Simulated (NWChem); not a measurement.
# C2H5O, doublet; SMILES CC[O]

### Question
Give the equilibrium geometry at PBE-D3(BJ)/def2-SVP, spin-unrestricted (NWChem) as an XYZ file, with the point group.

### Answer
point group Cs; any orientation.
```
8

C      0.2314    -1.1832     0.0005
C     -0.4603     0.1805    -0.0001
O      0.3206     1.2748    -0.0004
H     -0.5050    -2.0127     0.0039
H      0.8739    -1.2894    -0.8965
H      0.8792    -1.2862     0.8941
H     -1.1905     0.2682     0.8636
H     -1.1975     0.2657    -0.8577
```
